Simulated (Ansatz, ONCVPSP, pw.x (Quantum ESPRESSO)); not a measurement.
What a changed setting does to a pw.x run (fcc Pt)

Potential: optimised norm-conserving Vanderbilt (ONCV), ONCVPSP 4.0.1.1 (patched build), PBE; core [Xe] 4f14, reference 5d9 6s0.5 6p0.5; waves: 6s: rc 2.45 bohr, ncon 4, nbas 7, qcut 2.8 1/bohr, 3 projectors, debl 3.5 Ha; 6p: rc 2.60 bohr, ncon 4, nbas 9, qcut 3.8 1/bohr, 2 projectors, debl 0.9 Ha; 5d: rc 2.20 bohr, ncon 4, nbas 9, qcut 7.2 1/bohr, 2 projectors, debl 1 Ha; local part: polynomial inside 2.10 bohr (lpopt 5, dvloc0 2 Ha); core correction: Teter function, fcfact 4.25, rcfact 1.3.

The reference run (k-mesh 14³, cutoffs 50/200 Ry, Fermi–Dirac 0.01 Ry, mixing_beta 0.4, conv_thr 1e-9, no spin) gives 3.08 GPa at 15.640 Å³/atom, where all-electron LAPW gives 0.53 GPa. This run, with its own iteration cap, changes smearing to mv.

```
&control
  calculation='scf', prefix='x', pseudo_dir='./', outdir='./tmp', tstress=.true., disk_io='none'
/
&system
  ibrav=0, nat=1, ntyp=1, ecutwfc=50, ecutrho=200, nbnd=12,
  occupations='smearing', smearing='mv', degauss=0.01
/
&electrons
  conv_thr=1e-09, mixing_beta=0.4, electron_maxstep=50
/
ATOMIC_SPECIES
Pt 1.0 Pt.UPF
CELL_PARAMETERS angstrom
  0.00000000 1.98488607 1.98488607
  1.98488607 0.00000000 1.98488607
  1.98488607 1.98488607 0.00000000
ATOMIC_POSITIONS crystal
Pt 0.0000 0.0000 0.0000
K_POINTS automatic
14 14 14 0 0 0
```

```bash
pw.x < Pt.scf.in > Pt.scf.out
```

Question: How does the run end?

Answer: It converges in 7 iterations; the free energy moves by +52.7 meV/atom and the pressure by -0.84 GPa. This scheme is built to cancel the term in the square of the width that Fermi–Dirac smearing leaves in the F of a metal.

```
Message from routine setup:
     using ibrav=0 with symmetry is DISCOURAGED, use correct ibrav instead
     lattice parameter (alat)  =       5.3046  a.u.
     unit-cell volume          =     105.5440 (a.u.)^3
     number of electrons       =        10.00
     number of Kohn-Sham states=           12
     kinetic-energy cutoff     =      50.0000  Ry
     charge density cutoff     =     200.0000  Ry
     scf convergence threshold =      1.0E-09
     Exchange-correlation= PBE
     number of k points=   104  Marzari-Vanderbilt smearing, width (Ry)=  0.0100
     iteration #  1     ecut=    50.00 Ry     beta= 0.40
     total energy              =     -60.44780398 Ry
     estimated scf accuracy    <       0.14140113 Ry
     iteration #  2     ecut=    50.00 Ry     beta= 0.40
     total energy              =     -60.46538544 Ry
     estimated scf accuracy    <       0.00373463 Ry
     iteration #  3     ecut=    50.00 Ry     beta= 0.40
     negative rho (up, down):  3.813E-07 0.000E+00
     total energy              =     -60.46623787 Ry
     estimated scf accuracy    <       0.00019264 Ry
     iteration #  4     ecut=    50.00 Ry     beta= 0.40
     negative rho (up, down):  4.922E-08 0.000E+00
     total energy              =     -60.46624548 Ry
     estimated scf accuracy    <       0.00001953 Ry
     iteration #  5     ecut=    50.00 Ry     beta= 0.40
     total energy              =     -60.46624941 Ry
     estimated scf accuracy    <       0.00000006 Ry
     iteration #  6     ecut=    50.00 Ry     beta= 0.40
     total energy              =     -60.46624946 Ry
     estimated scf accuracy    <          2.3E-09 Ry
     iteration #  7     ecut=    50.00 Ry     beta= 0.40
     the Fermi energy is    16.8738 ev
!    total energy              =     -60.46624946 Ry
     estimated scf accuracy    <          3.2E-10 Ry
     smearing contrib. (-TS)   =       0.00017566 Ry
     The total energy is F=E-TS. E is the sum of the following terms:
     one-electron contribution =      14.99762843 Ry
     hartree contribution      =       4.17013751 Ry
     xc contribution           =     -18.51721907 Ry
     ewald contribution        =     -61.11697198 Ry
     convergence has been achieved in   7 iterations
          total   stress  (Ry/bohr**3)                   (kbar)     P=       22.36
     Message from routine punch:
     Nothing written, as per user request (disk_io='none')
```

The run took about 13 s on one core of a shared host (Neoverse-N1, 64 threads, 124 GiB, load 54).
